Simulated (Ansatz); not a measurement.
```xyz
9

F    -0.5268    1.8778    0.6647
C    -0.8320    0.6030    0.9239
C    -0.2634   -0.4079    0.2930
C     0.7673   -0.2754   -0.7673
F     0.3545   -0.9418   -1.9119
H    -1.5799    0.5119    1.7027
H    -0.5753   -1.4067    0.5760
H     1.7127   -0.7310   -0.4550
H     0.9430    0.7702   -1.0261
```

Charge 0, multiplicity 1.

Problem. List the ωB97M-V/def2-TZVPP orbital energies in eV (the Gaussian-basis code of Ansatz). (Estimate.)

Solution. Computed: Occupied: -678.27, -677.14, -284.08, -283.71, -281.86, -37.42, -36.08, -25.42, -22.40, -19.56, -17.98, -17.15, -16.59, -16.02, -15.98, -14.67, -13.75, -12.38, -12.34, -10.15. Lowest empty: 2.03, 3.14, 3.46, 4.28, 4.72, 4.75, 5.51, 6.45.
